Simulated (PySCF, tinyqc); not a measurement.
MP2 on RHF in the sto-3g basis, frozen core, for LiH, spin multiplicity 1, step by step. The lowest restricted solution is unstable here: a spin-polarised one lies 0.0142 hartree lower (PySCF). Computed by tinyqc, a small Python program that keeps every step (integrals from PySCF). Settings: charge = 0, multiplicity = 1, basis = sto-3g, method = RHF, frozen orbitals = 1, energy threshold = 1e-10, iteration cap = 54, orthogonalisation = canonical, start = core, DIIS depth = 6. Command: `OMP_NUM_THREADS=1 python tinyqc.py 20264 20265 out.jsonl` (the two numbers bound the seeds that draw the settings). One thread of a shared host (Intel(R) Xeon(R) Processor @ 2.60GHz), about 0.1 s of CPU time with the checks. The early iterations of the SCF are left out here.

## One-electron integrals

Geometry (angstrom):
```
atom         x         y         z
Li    0.000000  0.000000  0.000000
H     0.000000  0.000000  2.340000
```

Basis sto-3g: exponents (1/bohr^2) and contraction coefficients of normalised primitives:
```
element  l (shell)   exponent  coefficient
Li           s (1)  16.119575     0.154329
Li           s (1)   2.936201     0.535328
Li           s (1)   0.794651     0.444635
Li           s (2)   0.636290    -0.099967
Li           s (2)   0.147860     0.399513
Li           s (2)   0.048089     0.700115
Li           p (3)   0.636290     0.155916
Li           p (3)   0.147860     0.607684
Li           p (3)   0.048089     0.391957
H            s (1)   3.425251     0.154329
H            s (1)   0.623914     0.535328
H            s (1)   0.168855     0.444635
```

Overlap, kinetic and nuclear-attraction integrals over the contracted functions; the nuclear repulsion is the sum of Za Zb / Rab.

nuclear repulsion = 0.67843232 hartree

overlap S, lower triangle:
```
           1Li 1s    1Li 2s   1Li 2px   1Li 2py   1Li 2pz     2H 1s
1Li 1s   1.000000
1Li 2s   0.241137  1.000000
1Li 2px  0.000000  0.000000  1.000000
1Li 2py  0.000000  0.000000  0.000000  1.000000
1Li 2pz  0.000000  0.000000  0.000000  0.000000  1.000000
2H 1s    0.012311  0.226927  0.000000  0.000000  0.335212  1.000000
```

kinetic energy T (hartree), lower triangle:
```
            1Li 1s    1Li 2s   1Li 2px   1Li 2py   1Li 2pz     2H 1s
1Li 1s    3.576786
1Li 2s   -0.020237  0.102163
1Li 2px   0.000000  0.000000  0.319682
1Li 2py   0.000000  0.000000  0.000000  0.319682
1Li 2pz   0.000000  0.000000  0.000000  0.000000  0.319682
2H 1s    -0.005753  0.007587  0.000000  0.000000  0.038109  0.760032
```

nuclear attraction V (hartree), lower triangle:
```
            1Li 1s     1Li 2s    1Li 2px    1Li 2py    1Li 2pz      2H 1s
1Li 1s   -8.209025
1Li 2s   -1.018875  -1.426659
1Li 2px   0.000000   0.000000  -1.397177
1Li 2py   0.000000   0.000000   0.000000  -1.397177
1Li 2pz  -0.007530  -0.080640   0.000000   0.000000  -1.456533
2H 1s    -0.048876  -0.342240   0.000000   0.000000  -0.510615  -1.905009
```

core Hamiltonian H = T + V (hartree), lower triangle:
```
            1Li 1s     1Li 2s    1Li 2px    1Li 2py    1Li 2pz      2H 1s
1Li 1s   -4.632239
1Li 2s   -1.039112  -1.324496
1Li 2px   0.000000   0.000000  -1.077495
1Li 2py   0.000000   0.000000   0.000000  -1.077495
1Li 2pz  -0.007530  -0.080640   0.000000   0.000000  -1.136851
2H 1s    -0.054629  -0.334654   0.000000   0.000000  -0.472506  -1.144977
```

## Two-electron integrals

Functions are numbered as in S; the eight-fold symmetry (ij|kl) = (ji|kl) = (kl|ij) leaves the list below.

Two-electron integrals (ij|kl) in chemists' order, unique and non-zero (hartree):
```
(11|11) 1.680395   (21|11) 0.265420   (21|21) 0.049941   (22|11) 0.397727
(22|21) 0.092860   (22|22) 0.290562   (31|31) 0.008981   (32|31) 0.013788
(32|32) 0.064184   (33|11) 0.396640   (33|21) 0.092880   (33|22) 0.290497
(33|33) 0.312946   (41|41) 0.008981   (42|41) 0.013788   (42|42) 0.064184
(43|43) 0.016869   (44|11) 0.396640   (44|21) 0.092880   (44|22) 0.290497
(44|33) 0.279207   (44|44) 0.312946   (51|51) 0.008981   (52|51) 0.013788
(52|52) 0.064184   (53|53) 0.016869   (54|54) 0.016869   (55|11) 0.396640
(55|21) 0.092880   (55|22) 0.290497   (55|33) 0.279207   (55|44) 0.279207
(55|55) 0.312946   (61|11) 0.012690   (61|21) 0.002427   (61|22) 0.004689
(61|33) 0.004627   (61|44) 0.004627   (61|51) 0.000337   (61|52) 0.000662
(61|55) 0.004815   (61|61) 0.000133   (62|11) 0.064529   (62|21) 0.015414
(62|22) 0.055996   (62|33) 0.052662   (62|44) 0.052662   (62|51) 0.002312
(62|52) 0.017790   (62|55) 0.062611   (62|61) 0.000928   (62|62) 0.023118
(63|31) 0.000801   (63|32) 0.004633   (63|53) 0.002244   (63|63) 0.001085
(64|41) 0.000801   (64|42) 0.004633   (64|54) 0.002244   (64|64) 0.001085
(65|11) 0.091112   (65|21) 0.021867   (65|22) 0.081178   (65|33) 0.075645
(65|44) 0.075645   (65|51) 0.003550   (65|52) 0.027564   (65|55) 0.092167
(65|61) 0.001339   (65|62) 0.035621   (65|65) 0.055125   (66|11) 0.226120
(66|21) 0.054513   (66|22) 0.217077   (66|33) 0.199670   (66|44) 0.199670
(66|51) 0.007503   (66|52) 0.076166   (66|55) 0.251716   (66|61) 0.003278
(66|62) 0.120143   (66|65) 0.189234   (66|66) 0.774606
```

## Orthogonalisation

S = U s U^T; canonical form X = U s^(-1/2), so that X^T S X = 1. Each column of U has its largest component positive (the first on a tie).

eigenvalues of S: 0.571764  0.808689  1.000000  1.000000  1.182463  1.437085

X:
```
                 1          2         3          4          5         6
1Li 1s    0.341748   0.735535  0.000000   0.000000   0.588774  0.244353
1Li 2s   -0.651104  -0.568102  0.000000   0.000000   0.458628  0.415328
1Li 2px   0.000000   0.000000  0.982083  -0.188450   0.000000  0.000000
1Li 2py   0.000000   0.000000  0.188450   0.982083   0.000000  0.000000
1Li 2pz  -0.677536   0.530301  0.000000   0.000000  -0.471924  0.414379
2H 1s     0.865558  -0.302653  0.000000   0.000000  -0.256878  0.540312
```

Within a degenerate level the vectors are fixed only up to a rotation; this is one choice.

## Iteration 8 (converged): orbitals

converged F (hartree), lower triangle:
```
            1Li 1s     1Li 2s   1Li 2px   1Li 2py    1Li 2pz      2H 1s
1Li 1s   -2.369644
1Li 2s   -0.643725  -0.205968
1Li 2px   0.000000   0.000000  0.158388
1Li 2py   0.000000   0.000000  0.000000  0.158388
1Li 2pz   0.013529  -0.052903  0.000000  0.000000   0.071203
2H 1s    -0.034042  -0.178922  0.000000  0.000000  -0.178069  -0.067569
```

Diagonalise F' = X^T F X, C = X C', fill 2 alpha and 2 beta electrons from the bottom; D = 2 C_occ C_occ^T. Each column has its largest component positive (the first on a tie).

F' = X^T F X (hartree), lower triangle:
```
           1          2         3         4          5          6
1   0.241912
2  -0.336522  -0.743455
3   0.000000   0.000000  0.158388
4   0.000000   0.000000  0.000000  0.158388
5  -0.312588  -1.014928  0.000000  0.000000  -1.176357
6  -0.167433  -0.413504  0.000000  0.000000  -0.581775  -0.499674
```

orbital energies (hartree): MO1 -2.372084, MO2 -0.221633, MO3 0.067924, MO4 0.158388, MO5 0.158388, MO6 0.348220

coefficients C:
```
               MO1        MO2        MO3       MO4        MO5        MO6
1Li 1s    0.991540  -0.148528  -0.216527  0.000000   0.000000   0.109864
1Li 2s    0.033048   0.515202   0.800125  0.000000   0.000000  -0.472006
1Li 2px   0.000000   0.000000   0.000000  0.989435  -0.144976   0.000000
1Li 2py   0.000000   0.000000   0.000000  0.144976   0.989435   0.000000
1Li 2pz  -0.004289   0.317450  -0.578219  0.000000   0.000000  -0.836400
2H 1s    -0.001923   0.613785  -0.234788  0.000000   0.000000   0.875701
```

D after iteration 8, lower triangle:
```
            1Li 1s    1Li 2s   1Li 2px   1Li 2py   1Li 2pz     2H 1s
1Li 1s    2.010426
1Li 2s   -0.087506  0.533050
1Li 2px   0.000000  0.000000  0.000000
1Li 2py   0.000000  0.000000  0.000000  0.000000
1Li 2pz  -0.102806  0.326819  0.000000  0.000000  0.201586
2H 1s    -0.186142  0.632319  0.000000  0.000000  0.389709  0.753472
```

Within a degenerate level the vectors are fixed only up to a rotation; this is one choice.

## Convergence

Stop when the energy changes by less than 1e-10 hartree and every element of the error matrix X^T (F D S - S D F) X is below 3e-06.

Course of the cycle:
```
iteration  E (hartree)     change  largest element of the error matrix
1          -7.72564243          -                             1.88e-01
2          -7.78935715  -6.37e-02                             1.71e-02
3          -7.79047202  -1.11e-03                             8.00e-03
4          -7.79076570  -2.94e-04                             3.57e-03
5          -7.79085434  -8.86e-05                             1.23e-04
6          -7.79085438  -3.82e-08                             2.81e-05
7          -7.79085439  -4.33e-09                             4.09e-06
8          -7.79085439  -8.11e-11                             1.12e-08
```

PySCF RHF in the same basis = -7.79085439 hartree

Converged in 8 iterations.

## Integrals over molecular orbitals

(pq|rs) = sum C_ip C_jq C_kr C_ls (ij|kl), one index at a time.

one-electron integrals over orbitals h = C^T H C (hartree), lower triangle:
```
           1          2          3          4          5          6
1  -4.623440
2   0.095591  -1.252130
3   0.160143   0.005928  -1.083661
4   0.000000   0.000000   0.000000  -1.077495
5   0.000000   0.000000   0.000000   0.000000  -1.077495
6  -0.051638   0.058691   0.016205   0.000000   0.000000  -1.020544
```

Two-electron integrals over orbitals (pq|rs), unique and non-zero (hartree); the lowest 1 orbital is frozen and left out:
```
(22|22) 0.438586    (32|22) -0.064846   (32|32) 0.026768    (33|22) 0.212199
(33|32) 0.016740    (33|33) 0.323059    (42|42) 0.020891    (43|42) 0.020990
(43|43) 0.041384    (44|22) 0.236943    (44|32) 0.017637    (44|33) 0.277969
(44|44) 0.312946    (52|52) 0.020891    (53|52) 0.020990    (53|53) 0.041384
(54|54) 0.016869    (55|22) 0.236943    (55|32) 0.017637    (55|33) 0.277969
(55|44) 0.279207    (55|55) 0.312946    (62|22) 0.104317    (62|32) -0.050051
(62|33) -0.017159   (62|44) -0.041751   (62|55) -0.041751   (62|62) 0.132078
(63|22) -0.062369   (63|32) 0.022379    (63|33) 0.037141    (63|44) 0.010780
(63|55) 0.010780    (63|62) -0.043043   (63|63) 0.035264    (64|42) -0.017734
(64|43) -0.011006   (64|64) 0.018648    (65|52) -0.017734   (65|53) -0.011006
(65|65) 0.018648    (66|22) 0.408177    (66|32) -0.050831   (66|33) 0.239352
(66|44) 0.254861    (66|55) 0.254861    (66|62) 0.085206    (66|63) -0.047263
(66|66) 0.401150
```

## Second-order Moller-Plesset energy

Hartree-Fock energy = -7.79085439 hartree

E2 = sum_ijab (ia|jb) [2 (ia|jb) - (ib|ja)] / (e_i + e_j - e_a - e_b) over occupied i, j and virtual a, b; the opposite-spin part is (ia|jb)^2 / denominator, the rest is same-spin, and SCS-MP2 scales them by 6/5 and 1/3.

Terms:
```
i  j  a  b    (ia|jb)    (ib|ja)  denominator       term
2  2  6  6   0.132078   0.132078    -1.139706  -0.015306
2  2  3  6  -0.050051  -0.050051    -0.859409  -0.002915
2  2  6  3  -0.050051  -0.050051    -0.859409  -0.002915
2  2  3  3   0.026768   0.026768    -0.579113  -0.001237
2  2  4  4   0.020891   0.020891    -0.760042  -0.000574
2  2  5  5   0.020891   0.020891    -0.760042  -0.000574
```

Pair energies (hartree; pair i-j sums ij and ji):
```
pair  opposite spin  same spin
2-2       -0.023522   0.000000
```

MP2 correlation energy = -0.02352180 hartree

SCS-MP2 correlation energy = -0.02822616 hartree

MP2 total energy = -7.81437619 hartree
